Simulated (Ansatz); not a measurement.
A calculation on hcp Y returned lattice constant a 3.541 Å, lattice parameter c 5.514 Å.

For reference: lattice constant a 3.648 Å (measured, 293 K, no zero-point or thermal correction; as tabulated in Wikipedia's data pages); lattice parameter c 5.732 Å (measured, 293 K, not corrected to a static lattice; as tabulated in Wikipedia's data pages).

**Question.** Which level of theory produced these numbers?
A. LDA (Ansatz, a program for electronic structure)
B. PBE-D3(BJ) (Ansatz)
C. PBE (Ansatz)
D. r²SCANh (Ansatz)

**Answer.** A, LDA (Ansatz)

The others give: PBE-D3(BJ) 3.599 Å, 5.627 Å; PBE 3.656 Å, 5.681 Å; r²SCANh 3.697 Å, 5.690 Å.

Unless a cell is named, each level is at its own relaxed cell (LDA 29.94, PBE 32.88, PBE-D3(BJ) 31.56, r²SCANh 33.67 Å³/atom).

The crystal itself was run without spin with PBE-D3(BJ), PBE, r²SCANh, LDA; a magnetic state was not tried in these runs.

Ansatz's density-functional and Hartree–Fock values are scalar-relativistic unless marked +SOC, with PAW data made under PBE.
